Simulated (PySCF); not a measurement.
**Core-level binding energies of cyanoformamide**

Cyanoformamide, C2H2N2O.
Cartesian coordinates in Å at the PBE0-D3(BJ)/def2-SVP level; atoms count from 1:
```xyz
7
C2H2N2O angstrom
N      0.2862   -2.4087   -0.5642
C      0.3623   -1.2808   -0.3184
C      0.5268    0.1598   -0.0105
N     -0.6444    0.7856    0.2329
O      1.6195    0.6689    0.0081
H     -0.6196    1.7741    0.4512
H     -1.5307    0.3011    0.2009
```

Method used: delta-SCF UKS SCAN, pcX-2 on the ionised atom, pcseg-1 elsewhere, spin-free X2C in PySCF 2.14.0. These are vertical core ionisation energies against the vacuum level, from separate self-consistent calculations with and without the core hole.

Task: What binding energy does each computed site have?

Result: 
```json
{"atom(s)": "N1", "bonded to": "C (triple bond)", "level": "N 1s", "binding energy (eV)": "406.15", "above the level's lowest (eV)": "0.00", "count": "1"}
{"atom(s)": "C2", "bonded to": "N (triple bond) and C", "level": "C 1s", "binding energy (eV)": "293.06", "above the level's lowest (eV)": "0.00", "count": "1"}
{"atom(s)": "C3", "bonded to": "O (double bond), N and C", "level": "C 1s", "binding energy (eV)": "295.89", "above the level's lowest (eV)": "+2.83", "count": "1"}
{"atom(s)": "N4", "bonded to": "C and 2 H", "level": "N 1s", "binding energy (eV)": "407.33", "above the level's lowest (eV)": "+1.18", "count": "1"}
{"atom(s)": "O5", "bonded to": "C (double bond)", "level": "O 1s", "binding energy (eV)": "538.33", "above the level's lowest (eV)": "0.00", "count": "1"}
```

The listed C 1s values span 2.83 eV, from C2 (bonded to N (triple bond) and C) to C3 (bonded to O (double bond), N and C). Summing the Pauling electronegativity differences to the bonded atoms, each weighted by its formal bond order, gives +1.47 for the lowest site and +2.27 for the highest.

Lowest listed N 1s: N1, bonded to C (triple bond). Highest, 1.18 eV above it: N4, bonded to C and 2 H. Summing the Pauling electronegativity differences to the bonded atoms, each weighted by its formal bond order, gives -1.47 for the lowest site and -2.17 for the highest; the largest sum, -1.47, belongs to N1, 1.18 eV below the top. The smallest sum, -2.17, belongs to N4, 1.18 eV above the lowest.

Task: Which effective nuclear charge Zeff reproduces each element's mean 1s value in the hydrogen-like formula E = 13.606 eV × Zeff²?

Result: C (Z = 6): mean 294.5 eV, Zeff = 4.65, Z − Zeff = 1.35; N (Z = 7): mean 406.7 eV, Zeff = 5.47, Z − Zeff = 1.53; O (Z = 8): mean 538.3 eV, Zeff = 6.29, Z − Zeff = 1.71. Means run over the listed sites, weighted by atom count.

Isolated species at its PBE0-D3(BJ)/def2-SVP geometry, gas phase.
